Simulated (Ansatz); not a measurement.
## Heating and cooling a random packing of NaZnCl₃

A packing of 15 atoms, thrown in at random and pushed apart as soft spheres with like charges further apart (9 Cl, 3 Na, 3 Zn) went through Langevin stages in a fixed cell of 27.20 Å³/atom, at one k point, without spin and with a Fermi–Dirac width of kT (0.05 eV at least). Computed with Ansatz 0.2.0, DFT PBE, scalar-relativistic, plane waves, PAW.

| thermostat (K) | duration (fs) | friction (1/fs) | cutoff (eV) | mean T (K) | mean P (GPa) | mean square displacement (Å²) |
| --- | --- | --- | --- | --- | --- | --- |
| 1600 | 72 | 0.030 | 320 | 1723 | 3.4 | 0.20 |
| 1600 | 750 | 0.030 | 420 | 1752 | 3.2 | 2.21 |
| 1150 | 750 | 0.030 | 420 | 1077 | 2.1 | 1.69 |
| 640 | 750 | 0.030 | 420 | 712 | 1.6 | 0.36 |
| 300 | 750 | 0.030 | 420 | 304 | 1.0 | 0.29 |

Means run over the second half of a stage; pressure includes the kinetic part; displacements count from the stage's start, the atoms' common shift taken off. In so short a run the atoms moved about a bond length or less in the hot stages, so this is an annealed packing, not a quenched equilibrium liquid.

Cell and atoms were then relaxed on coarser meshes and computed once more: Plane waves to 420 eV, a k mesh through Γ of 3×4×3 on the computed 15-atom cell and Gaussian smearing (0.02 eV); no spin polarisation.

Q: What structure is left?

A: One draw of many: 31.71 Å³/atom with a gap on the mesh of 3.65 eV, 1.42 eV/atom below the elements' standard states (static lattices, no corrections for gases) (a random packing after short dynamics, relaxed).

Counting as bonded all pairs within 1.2 times the summed covalent radii, but none from a metal cation to another cation:

| atom → neighbour | mean count | mean length (Å) | spread (Å) |
| --- | --- | --- | --- |
| Cl → Na | 1.33 | 2.73 | 0.07 |
| Cl → Zn | 1.33 | 2.30 | 0.05 |
| Na → Cl | 4.00 | 2.73 | 0.07 |
| Zn → Cl | 4.00 | 2.30 | 0.05 |

Angles between all pairs of such bonds at an atom (mean ± spread): 114 ± 13° at Cl, 108 ± 14° at Na, 109 ± 6° at Zn.

```
Na Cl Zn
1.0
     7.62183    0.03833    0.24007
     0.05038    6.77823   -0.46509
     0.24557   -0.53734    9.25158
Na Cl Zn
3 9 3
Direct
  0.68139 0.49338 0.84198
  0.62191 0.97344 0.09742
  0.80043 0.52736 0.31881
  0.16391 0.30781 0.87097
  0.41350 0.78240 0.89875
  0.64985 0.35171 0.09412
  0.14719 0.59859 0.22283
  0.86753 0.39920 0.57739
  0.57560 0.85290 0.36879
  0.91132 0.79356 0.93360
  0.36971 0.42893 0.51877
  0.11839 0.93691 0.55390
  0.16453 0.64019 0.97021
  0.13257 0.27793 0.62378
  0.31397 0.72092 0.41685
```

An odd mesh misses points on the zone edge, so a gap read on it can be too wide.

Cost: 6 runs of about 29 core-minutes in all (earlier runs that led there not counted), on Arm Neoverse V2 (shared hosts).